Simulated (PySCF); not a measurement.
Homolysis of single bonds, series C NH2-H. Gas-phase values, no solvent. One relaxed conformer stands for each flexible species; it need not be the lowest. Strings in code marks are SMILES.

All values below come from PBE-D3(BJ)/def2-TZVP run with PySCF. 

```
species                                                               dipole moment (D)
--------------------------------------------------------------------  -----------------
whole molecule (`NCN` (H–N–C–N torsion -166°, N–C–N–H torsion -70°))                  –
radical fragment (`[CH2]N` (H–C–N–H torsion 40°))                                     –
radical fragment (`[NH2]`)                                                         1.90
whole molecule (`NC`)                                                              1.34
radical fragment (`[CH3]`)                                                         0.00
whole molecule (`C`)                                                               0.00
```
